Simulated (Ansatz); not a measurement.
Results of PBEsol (Ansatz, an electronic-structure program, PAW) for bcc Zr (high-temperature phase).

Settings: plane-wave cutoff 500 eV, 28×28×28 k mesh, Fermi–Dirac smearing 0.1 eV, scalar-relativistic PAW data made under PBE.

Computed at the level's own relaxed cell.

Task: Predict the volume per atom and lattice parameter a.

Result: 
volume per atom: 21.88 Å³/atom
lattice parameter a: 3.524 Å

The run finds no gap.

Note: symmetry holds this phase in the static calculation, where it need not be a minimum; held by symmetry at 0 K, a high-temperature phase can be a saddle point; the volume lies 8 % below that of the published cell.

Computed values are for the static lattice.
